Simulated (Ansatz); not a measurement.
**HGe–GeH, triplet: vertical spin and charge gaps**

Geometry (PBE0/def2-TZVP stationary point for this spin, not checked as a minimum):

```xyz
4

Ge    0.0000   -0.0625    1.2017
Ge    0.0000    0.0625   -1.2017
H     0.0000    1.4524    1.6545
H     0.0000   -1.4524   -1.6545
```

Basis cc-pVTZ; Ansatz 0.2.0. Correlated methods freeze the noble-gas cores and the filled d shells of p-block atoms. R marks a restricted (for open shells ROHF) determinant, U an unrestricted one. No spin–orbit coupling is included, and no scalar relativity.

Gaps are energies of the second state less the first, at fixed atoms, for a selection of the levels run; each method lands on the state that its own search finds for that charge and spin.

Coupled cluster chose its determinant by trial CCSD, here up to 0.35 eV above the lowest Hartree–Fock solution of its kind, and MP2 stands on that determinant too.

Removing an electron, to the doublet: 7.905 eV at UCCSDT(Q).

Large singles or doubles amplitudes warn of static correlation in the HGe–GeH⁺ doublet.

```csv
level,gap (eV),error (meV)
UMP2,7.921,16
UCCSD,7.947,42
UCCSD(T),7.917,12
BCCD(T),7.919,14
UCCSDT,7.913,8
PBE,7.950,45
r2SCAN,8.155,250
PBE0,8.109,204
B3LYP,8.057,152
RPA-PBE,8.083,178
```

Functionals correlate the shells that the reference freezes, so part of their error here is the reference's.

Full CI isn't at hand for all of this; UCCSDT(Q) serves as the reference, and is uncertain by about the last step of the cluster series. The frozen core follows each run's orbitals, which can shift R against U totals by a few meV for light atoms and by up to 0.1 eV past Ca.
